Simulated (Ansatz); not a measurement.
For A-type hexagonal La2O3, LDA (plane waves, PAW; Ansatz, a quantum-chemistry and plane-wave program) gives:

| Property | Value |
|---|---|
| lattice constant a | 3.883 Å |
| c axis length | 5.951 Å |
| bulk modulus | 124 GPa |

**Question.** What does r²SCAN+SOC in Ansatz (plane waves, PAW) give for the same quantities?

**Answer.** 
- lattice constant a: 3.935 Å (grows by 1.3 %)
- lattice parameter c: 6.126 Å (rises by 2.9 %)
- bulk modulus: 116 GPa (drops by 6.5 %)

For comparison: lattice constant a 3.934 Å (measured, 300 K, no zero-point or thermal correction, our sources range from 3.934 to 3.940; as tabulated in Santana et al. (2016), arXiv:1608.06321); lattice parameter c 6.13 Å (measured, temperature not stated, no zero-point or thermal correction; as tabulated in Rustad et al. (2011), arXiv:1107.4261); bulk modulus 113 GPa (measured, 300 K, no zero-point or thermal correction; as tabulated in Santana et al. (2016), arXiv:1608.06321).

Changes are worked out from the printed values.

Unless a cell is named, each level is at its own relaxed cell (LDA 15.54, r²SCAN+SOC 16.43 Å³/atom).

Ansatz's density-functional and Hartree–Fock values are scalar-relativistic unless marked +SOC, with PAW data made under PBE.
